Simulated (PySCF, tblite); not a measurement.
# CH5F3, a gas-phase cluster of small molecules: NMR shifts, interaction energy, infrared bands, spin-spin couplings and core binding energies, part 3 of 3

tblite 0.8.0 and PySCF 2.14.0. Atoms count from 0, parts from 1. The steps go on from the part before.

## Step 8: Indirect couplings: B3LYP/pcJ-1

The job: settings as JSON, then the geometry in Å.

```
{"job": {"kind": "j", "xc": "B3LYP", "basis": "pcJ-1"}, "charge": 0, "multiplicity": 1, "parts": [{"atoms": "0-4", "charge": 0, "multiplicity": 1}, {"atoms": "5-6", "charge": 0, "multiplicity": 1}, {"atoms": "7-8", "charge": 0, "multiplicity": 1}]}
C      0.172331     0.234209     0.161893
F      1.102826     0.772443    -0.745886
H     -0.037411    -0.793124    -0.156788
H     -0.730213     0.854150     0.113690
H      0.618305     0.259652     1.163287
F      3.167741     1.774931     0.354670
H      2.447122     1.437084    -0.151868
F      2.290737     1.048962     2.681544
H      2.751026     1.379841     1.936478
```

Method: B3LYP/pcJ-1 indirect spin-spin coupling, non-relativistic, gas phase.

Output:

```text
coarse grid: 7448 points
cycle   1  E = -340.5409519864  dE = -7.434e-02  |g| = 7.928e-01  |ddm| = 1.765e+00
cycle   2  E = -340.4775555640  dE =  6.340e-02  |g| = 1.084e+00  |ddm| = 8.674e-01
cycle   3  E = -340.6303138009  dE = -1.528e-01  |g| = 5.097e-02  |ddm| = 5.030e-01
cycle   4  E = -340.6305535745  dE = -2.398e-04  |g| = 3.519e-02  |ddm| = 3.480e-02
cycle   5  E = -340.6307373972  dE = -1.838e-04  |g| = 6.625e-03  |ddm| = 1.608e-02
cycle   6  E = -340.6307423737  dE = -4.976e-06  |g| = 1.575e-03  |ddm| = 3.256e-03
final grid: 72880 points
cycle   7  E = -340.6634701325  dE = -1.538e-04  |g| = 6.607e-03  |ddm| = 1.443e-02
cycle   8  E = -340.6634627651  dE =  7.367e-06  |g| = 9.791e-03  |ddm| = 6.801e-03
cycle   9  E = -340.6634762234  dE = -1.346e-05  |g| = 4.471e-04  |ddm| = 4.020e-03
cycle  10  E = -340.6634762344  dE = -1.099e-08  |g| = 3.371e-04  |ddm| = 3.628e-04
cycle  11  E = -340.6634762507  dE = -1.632e-08  |g| = 4.619e-05  |ddm| = 1.737e-04
cycle  12  E = -340.6634762510  dE = -2.431e-10  |g| = 1.753e-05  |ddm| = 2.648e-05
converged SCF energy = -340.6634762510

Indirect spin-spin couplings (Hz)
  i      j    bonds     total        FC       PSO       DSO        SD
  0 C    1 F    1   -188.479  -260.825    44.725     0.535    27.086
  0 C    2 H    1    158.905   158.264    -0.285     0.666     0.261
  0 C    3 H    1    158.768   158.125    -0.285     0.669     0.260
  0 C    4 H    1    164.624   163.959    -0.411     0.727     0.349
  0 C    7 F   99      7.266     6.607     0.071     0.055     0.533
  1 F    2 H    2     57.661    50.385    11.991    -1.373    -3.343
  1 F    3 H    2     55.483    48.348    11.842    -1.378    -3.330
  1 F    4 H    2     41.962    35.288    11.169    -1.246    -3.250
  1 F    5 F   99    -51.852   -22.744   -51.400     0.209    22.084
  1 F    6 H   99    -65.025   -66.404    -7.422     5.522     3.280
  1 F    7 F   99      0.761    -0.795     2.445    -0.190    -0.698
  1 F    8 H   99     -0.218    -0.192    -0.656     0.762    -0.131
  2 H    3 H    2     -9.184    -9.434     2.820    -2.881     0.311
  2 H    4 H    2     -9.585    -9.890     2.695    -2.700     0.310
  2 H    5 F   99      1.405     1.004     1.502    -1.086    -0.014
  2 H    6 H   99      0.216     0.253     0.714    -0.736    -0.016
  2 H    7 F   99      0.426     0.294     0.618    -0.549     0.062
  3 H    4 H    2     -9.685   -10.002     2.667    -2.666     0.317
  3 H    5 F   99      0.973     0.583     1.378    -0.925    -0.063
  4 H    6 H   99      0.458     0.273    -1.939     2.077     0.048
  4 H    7 F   99     -0.749    -1.009    -2.323     1.701     0.882
  5 F    6 H    1    404.612   268.450   143.811     2.035    -9.684
  5 F    7 F   99    -98.169   -53.136   -65.371    -0.106    20.444
  5 F    8 H   99    -48.338   -51.597    -5.089     4.652     3.696
  6 H    7 F   99     -0.701    -1.714     1.584    -0.436    -0.134
  7 F    8 H    1    392.681   238.593   161.132     1.613    -8.656

== part 1 alone, relaxed ==
coarse grid: 4032 points
cycle   1  E = -139.6990471631  dE = -1.342e-02  |g| = 4.444e-01  |ddm| = 1.451e+00
cycle   2  E = -139.6694845209  dE =  2.956e-02  |g| = 6.594e-01  |ddm| = 5.780e-01
cycle   3  E = -139.7285740366  dE = -5.909e-02  |g| = 3.756e-02  |ddm| = 3.330e-01
cycle   4  E = -139.7287768578  dE = -2.028e-04  |g| = 1.808e-02  |ddm| = 2.857e-02
cycle   5  E = -139.7288490413  dE = -7.218e-05  |g| = 3.376e-03  |ddm| = 1.209e-02
cycle   6  E = -139.7288512171  dE = -2.176e-06  |g| = 1.874e-04  |ddm| = 1.986e-03
final grid: 38928 points
cycle   7  E = -139.7466811022  dE = -5.381e-05  |g| = 5.303e-03  |ddm| = 6.898e-03
cycle   8  E = -139.7466764517  dE =  4.651e-06  |g| = 7.622e-03  |ddm| = 5.771e-03
cycle   9  E = -139.7466862898  dE = -9.838e-06  |g| = 5.752e-04  |ddm| = 3.319e-03
cycle  10  E = -139.7466863369  dE = -4.716e-08  |g| = 2.575e-04  |ddm| = 4.973e-04
cycle  11  E = -139.7466863484  dE = -1.151e-08  |g| = 1.266e-05  |ddm| = 1.468e-04
cycle  12  E = -139.7466863484  dE = -1.944e-11  |g| = 1.060e-06  |ddm| = 5.461e-06
converged SCF energy = -139.7466863484

Indirect spin-spin couplings (Hz)
  i      j    bonds     total        FC       PSO       DSO        SD
  0 C    1 F    1   -233.070  -287.185    31.403     0.415    22.297
  0 C    2 H    1    153.586   152.754    -0.032     0.653     0.211
  0 C    3 H    1    153.583   152.751    -0.032     0.653     0.211
  0 C    4 H    1    153.590   152.758    -0.032     0.653     0.211
  1 F    2 H    2     52.472    44.628    12.896    -1.859    -3.193
  1 F    3 H    2     52.484    44.641    12.896    -1.859    -3.195
  1 F    4 H    2     52.476    44.632    12.897    -1.859    -3.193
  2 H    3 H    2     -9.230    -9.460     2.808    -2.888     0.312
  2 H    4 H    2     -9.228    -9.459     2.808    -2.888     0.312
  3 H    4 H    2     -9.226    -9.457     2.808    -2.889     0.312

== part 2 alone, relaxed ==
coarse grid: 1712 points
cycle   1  E = -100.3928521895  dE = -3.062e-02  |g| = 5.286e-01  |ddm| = 6.932e-01
cycle   2  E = -100.3654006069  dE =  2.745e-02  |g| = 7.300e-01  |ddm| = 5.187e-01
cycle   3  E = -100.4351504132  dE = -6.975e-02  |g| = 2.142e-02  |ddm| = 2.797e-01
cycle   4  E = -100.4352147832  dE = -6.437e-05  |g| = 4.180e-03  |ddm| = 1.049e-02
cycle   5  E = -100.4352167696  dE = -1.986e-06  |g| = 7.826e-05  |ddm| = 1.448e-03
final grid: 16976 points
cycle   6  E = -100.4417514087  dE = -4.266e-05  |g| = 2.780e-03  |ddm| = 5.262e-03
cycle   7  E = -100.4417508481  dE =  5.606e-07  |g| = 3.443e-03  |ddm| = 2.305e-03
cycle   8  E = -100.4417523296  dE = -1.482e-06  |g| = 1.363e-04  |ddm| = 1.291e-03
cycle   9  E = -100.4417523315  dE = -1.900e-09  |g| = 9.764e-06  |ddm| = 4.663e-05
cycle  10  E = -100.4417523315  dE = -1.394e-11  |g| = 1.045e-06  |ddm| = 5.242e-06
converged SCF energy = -100.4417523315

Indirect spin-spin couplings (Hz)
  i      j    bonds     total        FC       PSO       DSO        SD
  0 F    1 H    1    365.077   153.473   218.341     0.320    -7.057
```

It took 22 s on 1 thread of Arm Neoverse V1, shared host; peak memory 0.74 GiB.

Beyond four bonds or across contacts, the largest of 1 Hz or more: F5–F7 -98.2 Hz, F1–H6 -65.0 Hz, F1–F5 -51.9 Hz, F5–H8 -48.3 Hz.

Couplings of 1 Hz or more over one to four bonds, nine at most for each number (isotopes 13C, 19F, 1H):

```
 pair  bonds  J (Hz)  Fermi contact (Hz)
F5–H6      1   404.6               268.4
F7–H8      1   392.7               238.6
C0–F1      1  -188.5              -260.8
C0–H4      1   164.6               164.0
C0–H2      1   158.9               158.3
C0–H3      1   158.8               158.1
F1–H2      2    57.7                50.4
F1–H3      2    55.5                48.3
F1–H4      2    42.0                35.3
H3–H4      2    -9.7               -10.0
H2–H4      2    -9.6                -9.9
H2–H3      2    -9.2                -9.4
```

Against the parts alone, each relaxed by itself:

```
 pair  alone (Hz)  in the cluster  change (Hz)
C0–F1      -233.1          -188.5        +44.6
F5–H6       365.1           404.6        +39.5
F7–H8       365.1           392.7        +27.6
C0–H4       153.6           164.6        +11.0
F1–H4        52.5            42.0        -10.5
C0–H2       153.6           158.9         +5.3
```

## Step 9: Core-electron binding energies: SCAN, X2C

The job: settings as JSON, then the geometry in Å.

```
{"job": {"kind": "xps", "holes": 3}, "charge": 0, "multiplicity": 1, "parts": [{"atoms": "0-4", "charge": 0, "multiplicity": 1}, {"atoms": "5-6", "charge": 0, "multiplicity": 1}, {"atoms": "7-8", "charge": 0, "multiplicity": 1}]}
C      0.172331     0.234209     0.161893
F      1.102826     0.772443    -0.745886
H     -0.037411    -0.793124    -0.156788
H     -0.730213     0.854150     0.113690
H      0.618305     0.259652     1.163287
F      3.167741     1.774931     0.354670
H      2.447122     1.437084    -0.151868
F      2.290737     1.048962     2.681544
H      2.751026     1.379841     1.936478
```

With the program's defaults for keys left out, this is: delta-SCF UKS SCAN, pcX-2 on the ionised atom, pcseg-1 elsewhere, spin-free X2C.

Output:

```text
ground state, core basis on atom 1 (F), 112 functions
  cycle   1  E = -340.73305355  |g| = 7.72e-01
  cycle   2  E = -340.62822926  |g| = 1.16e+00
  cycle   3  E = -340.81805383  |g| = 9.15e-02
  cycle   4  E = -340.81910646  |g| = 4.97e-02
  cycle   5  E = -340.81945851  |g| = 6.46e-03
  cycle   6  E = -340.81946317  |g| = 2.71e-03
  cycle   7  E = -340.81946401  |g| = 5.24e-04
  cycle   8  E = -340.81946634  |g| = 8.22e-05
  E(ground) = -340.81082848 Eh
hole in F 1s of atom 1
  cycle   1  E = -314.43090612  |g| = 2.58e+00
  cycle   2  E = -311.83822876  |g| = 2.69e+00
  cycle   3  E = -314.47126955  |g| = 1.44e+00
  cycle   4  E = -315.27093993  |g| = 3.33e-01
  cycle   5  E = -315.30150931  |g| = 1.56e-01
  cycle   6  E = -315.30853454  |g| = 5.89e-02
  cycle   7  E = -315.30965089  |g| = 1.33e-02
  cycle   8  E = -315.30969752  |g| = 3.95e-03
  cycle   9  E = -315.30970410  |g| = 8.25e-04
  cycle  10  E = -315.30970357  |g| = 1.38e-04
  E(ion) = -315.30767588 Eh   <S^2> = 0.7570   hole on atom = 1.000   binding energy = 693.976 eV
ground state, core basis on atom 5 (F), 112 functions
  cycle   1  E = -340.81866080  |g| = 1.25e-01
  cycle   2  E = -340.81787081  |g| = 8.99e-02
  cycle   3  E = -340.81847042  |g| = 6.33e-02
  cycle   4  E = -340.81908865  |g| = 3.20e-03
  cycle   5  E = -340.81909177  |g| = 7.16e-04
  cycle   6  E = -340.81909231  |g| = 1.63e-04
  E(ground) = -340.81056033 Eh
hole in F 1s of atom 5
  cycle   1  E = -314.46024698  |g| = 2.57e+00
  cycle   2  E = -314.44625157  |g| = 2.08e+00
  cycle   3  E = -315.26260794  |g| = 4.34e-01
  cycle   4  E = -315.27243439  |g| = 3.72e-01
  cycle   5  E = -315.31544416  |g| = 3.92e-02
  cycle   6  E = -315.31578192  |g| = 2.37e-02
  cycle   7  E = -315.31597672  |g| = 3.94e-03
  cycle   8  E = -315.31598075  |g| = 2.06e-03
  cycle   9  E = -315.31598201  |g| = 3.13e-04
  E(ion) = -315.31450226 Eh   <S^2> = 0.7563   hole on atom = 1.000   binding energy = 693.783 eV
ground state, core basis on atom 7 (F), 112 functions
  cycle   1  E = -340.81951929  |g| = 1.15e-01
  cycle   2  E = -340.81942936  |g| = 3.59e-02
  cycle   3  E = -340.81931746  |g| = 4.54e-02
  cycle   4  E = -340.81961615  |g| = 2.64e-03
  cycle   5  E = -340.81961865  |g| = 6.93e-04
  cycle   6  E = -340.81961808  |g| = 1.13e-04
  E(ground) = -340.81099004 Eh
hole in F 1s of atom 7
  cycle   1  E = -314.50148433  |g| = 2.57e+00
  cycle   2  E = -314.52740561  |g| = 2.06e+00
  cycle   3  E = -315.30933119  |g| = 3.91e-01
  cycle   4  E = -315.31878126  |g| = 3.21e-01
  cycle   5  E = -315.35031911  |g| = 2.71e-02
  cycle   6  E = -315.35048058  |g| = 1.62e-02
  cycle   7  E = -315.35055769  |g| = 4.13e-03
  cycle   8  E = -315.35056142  |g| = 1.10e-03
  cycle   9  E = -315.35056256  |g| = 4.07e-04
  E(ion) = -315.34865351 Eh   <S^2> = 0.7563   hole on atom = 1.000   binding energy = 692.865 eV

== part 1 alone, relaxed ==
ground state, core basis on atom 1 (F), 74 functions
  cycle   1  E = -139.79487993  |g| = 5.17e-01
  cycle   2  E = -139.72317819  |g| = 9.00e-01
  cycle   3  E = -139.83260957  |g| = 5.62e-02
  cycle   4  E = -139.83312915  |g| = 2.55e-02
  cycle   5  E = -139.83328488  |g| = 5.17e-03
  cycle   6  E = -139.83329134  |g| = 4.29e-04
  E(ground) = -139.83175711 Eh
hole in F 1s of atom 1
  cycle   1  E = -113.49961377  |g| = 2.57e+00
  cycle   2  E = -113.50309350  |g| = 2.09e+00
  cycle   3  E = -114.35295783  |g| = 2.73e-01
  cycle   4  E = -114.36814780  |g| = 3.82e-02
  cycle   5  E = -114.36854396  |g| = 1.83e-02
  cycle   6  E = -114.36868359  |g| = 4.62e-03
  cycle   7  E = -114.36869268  |g| = 5.57e-04
  cycle   8  E = -114.36869294  |g| = 1.58e-04
  E(ion) = -114.37307720 Eh   <S^2> = 0.7567   hole on atom = 1.000   binding energy = 692.766 eV

== part 2 alone, relaxed ==
ground state, core basis on atom 0 (F), 50 functions
  cycle   1  E = -100.49886165  |g| = 5.89e-01
  cycle   2  E = -100.42199848  |g| = 9.83e-01
  cycle   3  E = -100.54813430  |g| = 2.42e-02
  cycle   4  E = -100.54819022  |g| = 5.03e-03
  cycle   5  E = -100.54819375  |g| = 7.91e-04
  cycle   6  E = -100.54819340  |g| = 2.43e-05
  E(ground) = -100.54364615 Eh
hole in F 1s of atom 0
  cycle   1  E = -74.20340359  |g| = 2.56e+00
  cycle   2  E = -74.31355459  |g| = 1.98e+00
  cycle   3  E = -75.02605285  |g| = 2.13e-01
  cycle   4  E = -75.03288383  |g| = 1.33e-02
  cycle   5  E = -75.03290721  |g| = 5.30e-03
  cycle   6  E = -75.03291429  |g| = 7.40e-04
  cycle   7  E = -75.03291482  |g| = 1.57e-04
  E(ion) = -75.03532858 Eh   <S^2> = 0.7564   hole on atom = 1.000   binding energy = 694.117 eV
```

Run time: 15 s. Hardware: 1 thread of Arm Neoverse V1, shared host; peak memory 0.49 GiB.

The holes in one table. −ε is the ground-state orbital energy:

```
     hole  stands for           environment  ΔSCF (eV)  −ε (eV)   ⟨S²⟩
F1s on F1          F1  fluorine bonded to C     693.98    667.7  0.757
F1s on F5          F5  fluorine bonded to H     693.78    666.8  0.756
F1s on F7          F7  fluorine bonded to H     692.87    665.7  0.756
```

Against the parts alone, each relaxed by itself:

```
     hole  alone (eV)  in the cluster  change (eV)
F1s on F1      692.77          693.98        +1.21
F1s on F5      694.12          693.78        -0.33
F1s on F7      694.12          692.87        -1.25
```

## Step 10: Side by side

Energies in kcal/mol, with wall time:

```
                    run  counterpoise  BSSE  electrostatic  Pauli  orbital  dispersion  time
wB97M-D3(BJ)/def2-TZVPD        -14.17  0.16         -23.10  24.62   -14.22       -1.63  49 s
 PBE0-D3(BJ)/def2-TZVPD        -15.10  0.14         -22.68  23.01   -14.64       -0.93  20 s
```

## Step 11: Outcome

The summary covers parts 1 to 3.

| quantity | value |
| --- | --- |
| binding energy (GFN2-xTB) | -13.20 kcal/mol |
| point group | C1 |
| rotational constants (main isotopes) | 6.40, 3.09, 2.11 GHz |
| shieldings of C, H, F (PBE0/pcSseg-2) | C0 103.1, H6 23.8, H8 24.9, H4 26.0, H2 26.8, H3 26.8, F5 394.1, F7 402.9 ppm and more |
| largest proton shift on binding | H6, +5.36 ppm |
| interaction energy, counterpoise (wB97M-D3(BJ)/def2-TZVPD) | -14.17 kcal/mol |
| superposition error | 0.16 kcal/mol |
| binding energy (with deformation) | -13.71 kcal/mol |
| strongest single infrared mode (PBE0-D3(BJ)/def2-SVPD) | 3644 cm⁻¹ |
| largest coupling of the table (B3LYP/pcJ-1) | ¹J(F,H) F5–H6, 404.6 Hz |
| F1s binding energies, SCAN/pcX-2 | F1 693.98, F5 693.78, F7 692.87 eV |
| range of the interaction energy over the runs of this table | -15.10 to -14.17 kcal/mol |

In words: At its xTB geometry the search ends with the contact H8···F5 (hydrogen bond, 1.76 Å); 6 starts can't prove it the lowest minimum. Further contacts there: H6···F1 (hydrogen bond, 1.78 Å), H4···F7 (weak hydrogen bond, 2.41 Å). A later relaxation moves these distances. The start of the PBE0/def2-SVPD relaxation was shaken at random by about 0.01 Å, so part of the energy gained, and of the first lengths quoted, undoes that. The optimisation took 8 steps and gained 0.138 eV; among the close pairs (by a distance rule), C0–F1 changed most, from 1.373 to 1.407 Å. Hydrogens of an XH3 group are listed apart at this fixed geometry; free rotation makes them one line at their mean. At PBE0/pcSseg-2: The largest span, 118 ppm, is at C0, where the paramagnetic term is -139 ppm. On binding (GIAO PBE0/pcSseg-2 NMR shielding, non-relativistic, gas phase), H6 moves most among the protons, 5.36 ppm downfield. No mode is imaginary at PBE0-D3(BJ)/def2-SVPD; the softest lies at 64 cm⁻¹. Density functionals describe couplings to fluorine poorly, F–F couplings above all, so those rows are rough. The interaction energy runs from -15.10 (PBE0-D3(BJ)/def2-TZVPD) to -14.17 kcal/mol (wB97M-D3(BJ)/def2-TZVPD).
